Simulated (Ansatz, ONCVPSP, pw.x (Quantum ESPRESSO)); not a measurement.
## tungsten: does the ONCV potential hold in the solid?

ONCVPSP 4.0.1.1 (patched build) input, shortened (lines: element, Z, core and valence counts, functional; n l f; lmax; l rc ep ncon nbas qcut; lloc lpopt rc5 dvloc0; l nproj debl; icmod fcfact rcfact), PBE, scalar-relativistic:

```
  W 74.00   10    4        4      upf
    1    0    2.00
    2    0    2.00
    2    1    6.00
    3    0    2.00
    3    1    6.00
    3    2   10.00
    4    0    2.00
    4    1    6.00
    4    2   10.00
    4    3   14.00
    5    0    2.00
    5    1    6.00
    5    2    4.00
    6    0    2.00
    2
    0    1.95    0.00    3    6    7.00
    1    1.90    0.00    4    7    8.40
    2    2.35    0.00    5   10    6.60
    4    5    1.52    1.00
    0    2    2.00
    1    1    3.00
    2    2    1.60
    0    0.00    0.00
```

Atomic tests: cutoffs needed: 16 Ha and 22 Ha (the cutoffs (Ha) at which the residual kinetic energy of the hardest occupied pseudo-wave falls to 1 and 0.1 mHa per electron); ghost test: no bound ghost flagged; no localised positive-energy state flagged; largest excitation error: +18 meV (all-electron minus pseudo) for 5s2 5p6 5d3 6s2 6p1, out of 4 test configurations.

Crystal test: bcc W in pw.x 7.5, no spin, 14³ k-points, Fermi–Dirac smearing 0.01 Ry, cutoffs 55/220 Ry. The reference is all-electron LAPW (Ansatz 0.2.0) with the same functional, mesh and smearing; V0 and B0 come from Birch–Murnaghan fits to the pressures at five volumes. Errors are pseudo minus all-electron; Δ is the rms difference of the E(V) curves that follow from these fits, minima aligned, over ±6 % about the mean V0. Mesh and smearing are coarse, so the numbers serve the comparison and aren't converged zero-temperature values; the lattice is a test structure that the element need not adopt.

```tsv
V (Å³/atom)	P all-electron (GPa)	P pseudo (GPa)
15.323	17.51	13.88
15.727	8.35	5.04
16.130	0.30	-2.75
16.533	-6.79	-9.59
16.936	-13.02	-15.61
```

All-electron: a0 = 3.184 Å (V0 = 16.15 Å³/atom), B0 = 300.6 GPa.

Pseudopotential: mean pressure error (GPa): -3.08; a0 (Å): 3.174; a0 error (%): -0.34; B0 error (%): +0.7; Δ (meV/atom): 10.9.

At the middle volume, how do free energy and pressure move when the wave cutoff is lowered (ecutrho kept at four times it)?

```
cutoff (Ry)  shift of F (meV/atom)  shift of P (GPa)
         25                 +712.8            -24.17
         33                 +167.6             -6.02
         44                  +19.5             -1.21
```

The run at the middle volume (104 k-points, 8 iterations) took about 6.8 s on one core of a shared host (Intel(R) Xeon(R) 6975P-C, 192 threads, 378 GiB, load 62).
